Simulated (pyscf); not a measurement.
`[OH][BH][PH2]` + `[H][H]` -> `[BH2][PH2]` + `[OH2]`, a four-centre exchange (singlet surface; B–O, H–H broken, B–H, H–O formed). Structures and frequencies: ωB97X-D3(BJ)/def2-SVP in PySCF. Energies in eV from the separated reactants.

Small-basis levels: PySCF, no dispersion term, spherical d functions. 

Quick HF/6-31G* single points give ΔE‡ = 2.68 eV and ΔE = +1.11 eV. What does ωB97M-D3(BJ)/def2-TZVP give, and how far is the quick result from it?

ωB97M-D3(BJ)/def2-TZVP gives ΔE‡ = 1.74 eV and ΔE = +1.18 eV. HF/6-31G* lies 0.94 eV over it in the barrier and 0.06 eV under it in the reaction energy, so on this step it does not hold to within 0.13 eV. ωB97M-D3(BJ)/def2-TZVP has limits of its own. On the product side the descent ends in an adduct with a B–O contact, 0.53 eV under the separated species and 1.12 eV under the saddle at ωB97X-D3(BJ)/def2-TZVP. What is counted as broken (B–O) persists as a longer contact in the product adduct; parting that adduct is a step of its own. At the saddle there is also a short B–H contact that neither side keeps. This is the saddle that the search found; another between the same sides may lie lower.
